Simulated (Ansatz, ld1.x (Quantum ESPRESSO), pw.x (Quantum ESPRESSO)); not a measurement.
**Rb: one change to the TM potential, in the atom and in the bcc crystal**

* Element: Rb
* Generator: ld1.x (Quantum ESPRESSO) 7.5
* Type: norm-conserving Troullier–Martins (Kleinman–Bylander form)
* Functional: PBEsol
* Relativity: scalar-relativistic
* Frozen core: [Kr]
* Valence charge: 1
* Reference configuration: 5s1 5p0
* Partial waves: 5s (bound): rc 4.10 bohr; 5p (bound, empty): rc 3.80 bohr; 4d channel at 0.15 Ry: rc 3.80 bohr
* Local potential: all-electron potential smoothed inside 3.85 bohr (lloc = -2)
* Core correction: a·sin(br)/r model core inside 3.75 bohr

Change: all radii but the core radius scaled by about 1.37 (s 5.62, p 5.20, d 5.20 bohr); local potential all-electron potential smoothed inside 5.26 bohr (lloc = -2).

Cutoffs, loose and tight: the cutoffs (Ry, on a coarse ladder) from which the occupation-weighted sum of valence levels, in a spherical-Bessel basis at the reference potential, stays within 10 and 1 mRy of its value at 400 Ry. They do not see the model core or the augmentation charge, which bear on the density cutoff. Test errors are all-electron minus pseudo excitation energies from the reference, over the configurations 5s0.5 5p0; 5s0 5p1; variants that change the core or the reference have their own tests.

Crystal test: bcc Rb in pw.x 7.5, no spin, 8³ k-points, Fermi–Dirac smearing 0.01 Ry, cutoffs set for each file from its atomic test. The reference is all-electron LAPW (Ansatz 0.2.0) with the same functional, mesh and smearing; V0 and B0 come from Birch–Murnaghan fits to the pressures at five volumes. Errors are pseudo minus all-electron; Δ is the rms difference of the E(V) curves that follow from these fits, minima aligned, over ±6 % about the mean V0. Mesh and smearing are coarse, so the numbers serve the comparison and aren't converged zero-temperature values; the lattice is a test structure that the element need not adopt.

All-electron: a0 = 5.579 Å (V0 = 86.80 Å³/atom), B0 = 2.9 GPa.

Q: Does the change bring the crystal closer to the all-electron result?

A: The mean pressure error goes from +0.03 to +0.11 GPa, so the change moves the solid further from the all-electron pressures. The B0 error goes the other way, from +7.3 to +4.7 %.

| quantity | base | changed |
| --- | --- | --- |
| outcome (atom) | generated | generated |
| cutoff, loose (atom) | 6 Ry | 6 Ry |
| cutoff, tight (atom) | 6 Ry | 6 Ry |
| bound ghosts (atom) | none | none |
| largest test error (meV) (atom) | -2.0 | -16 |
| cutoffs in pw.x (Ry) | 50/200 | 50/200 |
| a0 (Å) | 5.597 | 5.640 |
| a0 error (%) | +0.33 | +1.10 |
| B0 error (%) | +7.3 | +4.7 |
| Δ (meV/atom) | 0.6 | 1.9 |
| mean pressure error (GPa) | +0.03 | +0.11 |

Base: The logarithmic derivative shows an extra or strongly shifted pseudo pole above the reference energy (s near 1.24 Ry). Changed file: The largest radius (5.62 bohr) exceeds half the bond length (4.57 bohr), so the spheres overlap, which is one possible source of error among others. This is a poor potential for the solid. The atomic cutoffs weigh occupied waves only.
